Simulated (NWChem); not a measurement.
System: methanol (CH$_{4}$O); SMILES OC

NWChem input:

```
start job
memory heap 200 mb stack 900 mb global 1100 mb
geometry units angstroms noautoz
  C     -0.008379    -0.639520     0.000000
  O     -0.090741     0.755379     0.000000
  H      0.500926    -1.049112    -0.894875
  H     -1.034765    -1.035935     0.000000
  H      0.500926    -1.049112     0.894875
  H      0.803609     1.108715     0.000000
end
basis spherical
  * library aug-cc-pvtz
end
dft
  xc b3lyp
  iterations 150
  semidirect filesize 400000000
  mulliken
end
task dft energy
```

The geometry was optimised at PBE0/def2-SVP. B3LYP is NWChem's, with the RPA form of VWN correlation.

Predict the main results of this run. (B3LYP/aug-cc-pVTZ.) Quantities: basis functions; energy (Ha); highest occupied level (eV); orbital gap (eV); dipole (D).


```json
{
 "number_of_basis_functions": "184",
 "energy (Ha)": "-115.78",
 "highest occupied level (eV)": "-7.75",
 "orbital gap (eV)": "7.33",
 "dipole (D)": "1.60"
}
```
